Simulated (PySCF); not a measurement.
Gas-phase reaction: 3 H2BNH2 + B = 2 B2H6 + 3 N

Method: PySCF energies plus ideal-gas RRHO corrections (1 bar). † marks an energy on the PBE0/def2-TZVP geometry and frequencies; other levels use their own. Open shells (unrestricted): B (multiplicity 2, electronic degeneracy 6), N (multiplicity 4); the rest are closed-shell singlets. Spin-orbit splitting is ignored; it lowers the true energy and changes the entropy of B. B3LYP is the form with VWN-RPA correlation. H2BNH2: computed as isolated molecules; such fragments, hydroxides, amides, oligomers or adducts are transient or little studied in the gas. The harmonic model lacks anharmonicity and excited electronic states, which grow with temperature; levels with a mode under 35 cm⁻¹ are left out.

```tsv
level	ΔE electronic, kJ	ΔH°(298 K), kJ	ΔS°(298 K), J/K	ΔG°(600 K), kJ
B3LYP/def2-TZVP†	1248	1203	87	1149
BLYP/def2-TZVP†	1299	1254	87	1200
HF/def2-TZVP†	624	578	87	525
PBE0/def2-TZVP	1197	1151	87	1098
ωB97M-V/def2-TZVP†	1229	1183	87	1130
```
ΔH° is lowest at HF/def2-TZVP† and highest at BLYP/def2-TZVP†. No reference value is set beside these.
